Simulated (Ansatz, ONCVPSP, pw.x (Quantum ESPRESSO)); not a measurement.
# Equation-of-state test of one ONCV potential (bismuth)

bismuth (Bi), optimised norm-conserving Vanderbilt (ONCV), made with ONCVPSP 4.0.1.1 (patched build) (LDA (Perdew-Wang 92), scalar-relativistic). Core [Xe] 4f14, reference 5d10 6s2 6p2 (charge +1). Waves: 6s: rc 1.95 bohr, ncon 4, nbas 8, qcut 3.2 1/bohr, 2 projectors, debl 0.6 Ha; 6p: rc 2.15 bohr, ncon 3, nbas 7, qcut 4.4 1/bohr, 2 projectors, debl 4 Ha; 5d: rc 2.00 bohr, ncon 4, nbas 9, qcut 8.3 1/bohr, 2 projectors, debl 2.7 Ha. Local part: polynomial inside 1.85 bohr (lpopt 5, dvloc0 3 Ha). Core correction: polynomial model core, fcfact 0.7.

In the s channel the program set the typed energies aside and used -0.825, 0.250 Ha.

Crystal test: bcc Bi in pw.x 7.5, no spin, 12³ k-points, Fermi–Dirac smearing 0.01 Ry, cutoffs 100/400 Ry. The reference is all-electron LAPW (Ansatz 0.2.0) with the same functional, mesh and smearing; V0 and B0 come from Birch–Murnaghan fits to the pressures at five volumes. Errors are pseudo minus all-electron; Δ is the rms difference of the E(V) curves that follow from these fits, minima aligned, over ±6 % about the mean V0. Mesh and smearing are coarse, so the numbers serve the comparison and aren't converged zero-temperature values; the lattice is a test structure that the element need not adopt.

| V (Å³/atom) | P all-electron (GPa) | P pseudo (GPa) |
| --- | --- | --- |
| 27.907 | 3.37 | 3.54 |
| 28.642 | 1.42 | 1.55 |
| 29.376 | -0.26 | -0.15 |
| 30.110 | -1.72 | -1.63 |
| 30.845 | -2.97 | -2.90 |

All-electron: a0 = 3.882 Å (V0 = 29.25 Å³/atom), B0 = 63.8 GPa.

Pseudopotential: mean pressure error (GPa): +0.11; a0 (Å): 3.884; a0 error (%): +0.06; B0 error (%): +0.5; Δ (meV/atom): 0.7.

Question: At the middle volume, how do free energy and pressure move when the wave cutoff is lowered (ecutrho kept at four times it)?

Answer:

```tsv
cutoff (Ry)	shift of F (meV/atom)	shift of P (GPa)
45	+593.2	-24.59
60	+35.2	-0.34
80	+10.6	-0.32
```

The run at the middle volume (72 k-points, 8 iterations) took about 2 min on one core of a shared host (Neoverse-N1, 64 threads, 124 GiB, load 55).
